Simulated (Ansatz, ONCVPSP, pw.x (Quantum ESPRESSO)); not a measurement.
# From atom to crystal: ONCV potential for lithium (Li)

Li (Z = 3), optimised norm-conserving Vanderbilt (ONCV), made with ONCVPSP 4.0.1 (LDA (Perdew-Wang 92), scalar-relativistic). Core [He], reference 2s1. Waves: 2s: rc 2.80 bohr, ncon 4, nbas 7, qcut 2.4 1/bohr, 2 projectors, debl 1.7 Ha; p scattering state at 0.26 Ha: rc 2.65 bohr, ncon 4, nbas 7, qcut 3.1 1/bohr, 1 projector; d scattering state at 0.03 Ha: rc 2.55 bohr, ncon 4, nbas 7, qcut 3.8 1/bohr, 2 projectors, debl 0.9 Ha. Local part: polynomial inside 1.90 bohr (lpopt 5, dvloc0 4 Ha). Core correction: none.

In the p channel the program set the typed energies aside and used 0.050 Ha.

Atomic tests: cutoffs needed: 2.0 Ha and 3.9 Ha (the cutoffs (Ha) at which the residual kinetic energy of the hardest occupied pseudo-wave falls to 1 and 0.1 mHa per electron) The cutoffs count occupied waves only; projector 2 of the s channel, the hardest unoccupied one, needs 16 Ha at the loose tolerance.; ghost test: no bound ghost flagged; no localised positive-energy state flagged; configuration tests: 1 of 2 tests not solved or not reliable.

Crystal test: bcc Li in pw.x 7.5, no spin, 14³ k-points, Fermi–Dirac smearing 0.01 Ry, cutoffs 35/140 Ry. The reference is all-electron LAPW (Ansatz 0.2.0) with the same functional, mesh and smearing; V0 and B0 come from Birch–Murnaghan fits to the pressures at five volumes. Errors are pseudo minus all-electron; Δ is the rms difference of the E(V) curves that follow from these fits, minima aligned, over ±6 % about the mean V0. Mesh and smearing are coarse, so the numbers serve the comparison and aren't converged zero-temperature values; the lattice is a test structure that the element need not adopt.

All-electron: a0 = 3.366 Å (V0 = 19.06 Å³/atom), B0 = 15.0 GPa.

Question: How far does the potential miss the all-electron equation of state?

Answer: mean pressure error (GPa): -0.98. The pressure does not cross zero within the volumes sampled, so no fit is given. This is a poor potential for the solid. Atomic configuration tests: 1 of 2 tests not solved or not reliable.

```
V (Å³/atom)  P all-electron (GPa)  P pseudo (GPa)
     18.133                  0.82           -0.36
     18.610                  0.38           -0.69
     19.087                 -0.02           -0.99
     19.564                 -0.37           -1.26
     20.041                 -0.69           -1.50
```

Question: At the middle volume, how do free energy and pressure move when the wave cutoff is lowered (ecutrho kept at four times it)?

Answer:

```json
{"cutoff (Ry)": "16", "shift of F (meV/atom)": "+2.1", "shift of P (GPa)": "+0.02"}
{"cutoff (Ry)": "21", "shift of F (meV/atom)": "+1.4", "shift of P (GPa)": "+0.00"}
{"cutoff (Ry)": "28", "shift of F (meV/atom)": "+0.5", "shift of P (GPa)": "+0.00"}
```

The run at the middle volume (104 k-points, 6 iterations) took about 2.9 s on one core of a shared host (AMD EPYC 9R45 96-Core Processor, 96 threads, 376 GiB, load 56).
